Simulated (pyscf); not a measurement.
Thermochemistry of product channels of Cl–TiH(Cl)–Cl + HF on the singlet surface, in kJ/mol, from ωB97M-D3(BJ)/def2-TZVP energies (ideal gas, 1 atm, RRHO with modes under 100 cm⁻¹ raised to 100, one conformer, R ln 2 for rigid chiral ones). Single points on ωB97X-D3(BJ)/def2-SVP structures (PySCF, gas phase).

```
products                  ΔE  ΔH(298 K)  ΔG(600 K)  ΔG(900 K)
--------------------  ------  ---------  ---------  ---------
F–Ti(Cl)(Cl)–Cl + H₂  -171.9     -178.4     -162.3     -155.6
HCl + F–TiH(Cl)–Cl       ___      -31.4      -36.6      -38.7
```

Problem. What belongs in the gaps?

Solution. 
- HCl + F–TiH(Cl)–Cl, ΔE: -26.7

These are energies of the channels, which say nothing of barriers.
